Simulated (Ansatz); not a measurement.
Fluorite CeO₂ was calculated with r²SCAN (plane waves, PAW; Ansatz, a quantum-chemistry and plane-wave program).

Settings: plane-wave cutoff 560 eV, 12×12×12 k mesh, Fermi–Dirac smearing 0.01 eV, no spin polarisation, scalar-relativistic PAW data made under PBE.

The cell has the measured lattice: a = 5.4097 Å, b = 5.4097 Å, c = 5.4097 Å, α = 90.00°, β = 90.00°, γ = 90.00°.

Task: Give the computed band gap, smallest direct gap on the k points sampled and Γ–Γ gap.

Result: 
band gap: 2.25 eV
smallest direct gap on the k points sampled: 2.36 eV
Γ–Γ gap: 3.29 eV

Measured, for comparison: band gap 3 eV (temperature not stated, not corrected to a static lattice, O 2p to Ce 4f, our sources range from 3.00 to 3.20; as tabulated in Tran et al. (2019), arXiv:1908.01820).

Note: cell and atoms aren't relaxed at this level (pressure 3.0 GPa).

Spin–orbit coupling is not included.

Computing time: roughly 40 core-seconds.
